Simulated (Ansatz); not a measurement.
System: diamond-structure Ge. Method: r²SCAN50 (Ansatz, a program for electronic structure, plane waves, PAW).

Run with plane-wave cutoff 520 eV, 8×8×8 k mesh, Fermi–Dirac smearing 0.01 eV, scalar-relativistic PAW data made under PBE.

Energies at three volumes about the minimum:

| V (Å³/atom) | E − E_lowest (meV/atom) |
|---|---|
| 21.720 | 1.40 |
| 22.051 | 0.00 |
| 22.602 | 3.63 |

Fit a parabola by hand: where is the minimum, what lattice constant follows, and what is the bulk modulus?

Slopes: (0.00 − 1.40)/(22.051 − 21.720) = -4.230 and (3.63 − 0.00)/(22.602 − 22.051) = 6.588 meV/Å³. Curvature E″ = 2 × (6.588 − (-4.230))/(22.602 − 21.720) = 24.531 meV/Å⁶. From the middle of the first interval, the slope vanishes at V0 = 21.8855 − (-4.230)/24.531 = 22.058 Å³/atom. B = V0 E″ = 22.058 × 24.531 meV/Å³ × 0.1602 GPa per meV/Å³ = 86.7 GPa. With 8 atoms in the cube, a = (8 × 22.058)^(1/3) = 5.609 Å. The full Birch–Murnaghan fit to all volumes gives V0 = 22.051 Å³/atom and B0 = 88.3 GPa.

Measured, for comparison: bulk modulus 77.3 GPa (low-temperature value with the zero-point effect removed, our sources range from 77.3 to 79.4; as tabulated in Tanner et al. (2021), arXiv:2110.11888); lattice constant a 5.644 Å (static lattice: zero-point anharmonic expansion removed; as tabulated in Mejia-Rodriguez and Trickey (2018), arXiv:1807.09216). Computed (rounded) less measured: bulk modulus +14 % (+11 % to +14 % over the range).
